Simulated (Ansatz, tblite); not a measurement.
**PPPP tetrahedron (P₄): rung by rung**

The task here is to estimate one member of a computed series from the others.

The runs use Ansatz 0.2.0, Gaussian basis; as each input shows.

The runs, in order: GFN1-xTB, GFN2-xTB, PBE-D4/def2-TZVP, r2SCAN-D4/def2-TZVP, r2SCAN0-D4/def2-TZVP, B97M-V/def2-TZVP, PBE-QIDH/def2-TZVP, B2PLYP/def2-TZVP, ωB97M-V/def2-TZVP, B3LYP-D4/def2-TZVP, BLYP-D4/def2-TZVP, PBE-D4/def2-SVP, PBE0-D4/def2-SVP, HF/STO-3G, HF/6-31G, B3LYP-D4/6-31G, CCSD(T)/def2-TZVPP, MP2/def2-TZVP, RPA/def2-TZVP.

### The structure

The geometry is that of the singlet, from an earlier relaxation (PBE0-D4/def2-TZVP).

4 atoms, charge 0, spin multiplicity 1.

Bond lengths: P1–P2 2.184 Å, P1–P3 2.184 Å, P1–P4 2.184 Å, P2–P3 2.184 Å, P2–P4 2.184 Å, P3–P4 2.184 Å. Angles: P2–P1–P3 60.0°, P2–P1–P4 60.0°, P3–P1–P4 60.0°, P1–P2–P3 60.0°, P1–P2–P4 60.0°, P3–P2–P4 60.0°, P1–P3–P2 60.0°, P1–P3–P4 60.0°, P2–P3–P4 60.0°, P1–P4–P2 60.0°, P1–P4–P3 60.0°, P2–P4–P3 60.0°.

PBE0-D4/def2-TZVP was run before; its log isn't repeated, and its numbers join the tables.

Set-up of the first run:

Tight binding, by tblite at 300 K electronic temperature and without a spin-polarisation term:

```python
tblite.interface.Calculator('GFN1-xTB', numbers, positions, charge=0, uhf=0).singlepoint()
```

Tight binding, by tblite at 300 K electronic temperature and without a spin-polarisation term:

```python
tblite.interface.Calculator('GFN2-xTB', numbers, positions, charge=0, uhf=0).singlepoint()
```

start.molden holds the orbitals of an earlier run on this state, given as this run's starting guess.

in.yaml reads:

```yaml
crystal:
  periodic: [false, false, false]
  atoms:
    - {symbol: P, position_ang: [1.237007, 0.508452, 0.014867]}
    - {symbol: P, position_ang: [-0.533771, 0.090076, 1.223033]}
    - {symbol: P, position_ang: [0.050131, -1.284034, -0.371093]}
    - {symbol: P, position_ang: [-0.753377, 0.685506, -0.866807]}
basis:
  gaussian: {orbitals: def2-TZVP, initial_orbitals: start.molden}
hamiltonian: {xc: pbe, dispersion: d4}
scf: {omitted_lower_state_checks: [starts]}
output: {orbitals: {seedname: orbitals}}
```

Launch:

```bash
$ ansatz run in.yaml --threads 4 --pin off --events-out ev --progress --plain --max-ram 3916MiB
```

Among the steps run: PBE-D4/def2-TZVP; r2SCAN-D4/def2-TZVP; r2SCAN0-D4/def2-TZVP; B97M-V/def2-TZVP; PBE-QIDH/def2-TZVP; B2PLYP/def2-TZVP; ωB97M-V/def2-TZVP; B3LYP-D4/def2-TZVP; BLYP-D4/def2-TZVP; PBE-D4/def2-SVP; PBE0-D4/def2-SVP; HF/STO-3G; HF/6-31G; B3LYP-D4/6-31G; CCSD(T)/def2-TZVPP; MP2/def2-TZVP; RPA/def2-TZVP.

One table of the session follows, with a row left open; its other results are not shown here.

| level | HOMO (eV) | LUMO (eV) | gap (eV) |
| --- | --- | --- | --- |
| HF/STO-3G | -6.13 | 7.96 | 14.09 |
| HF/6-31G | -10.40 | 1.99 | 12.39 |
| PBE-D4/def2-SVP | -6.74 | -1.49 | 5.26 |
| PBE-D4/def2-TZVP | ? | ? | ? |
| BLYP-D4/def2-TZVP | -6.37 | -1.35 | 5.02 |
| r2SCAN-D4/def2-TZVP | -6.88 | -1.40 | 5.48 |
| B97M-V/def2-TZVP | -6.88 | -1.32 | 5.56 |
| B3LYP-D4/6-31G | -7.96 | -1.13 | 6.84 |
| B3LYP-D4/def2-TZVP | -7.34 | -0.86 | 6.49 |
| PBE0-D4/def2-SVP | -7.81 | -0.70 | 7.11 |
| PBE0-D4/def2-TZVP | -7.62 | -0.71 | 6.91 |
| r2SCAN0-D4/def2-TZVP | -7.78 | -0.63 | 7.14 |
| ωB97M-V/def2-TZVP | -9.48 | 1.28 | 10.76 |

**Question.** Estimate the row for PBE-D4/def2-TZVP.

As computed: HOMO (eV): -6.62; LUMO (eV): -1.54; gap (eV): 5.08. In the column «HOMO (eV)» it lies between PBE-D4/def2-SVP (-6.74) and BLYP-D4/def2-TZVP (-6.37).
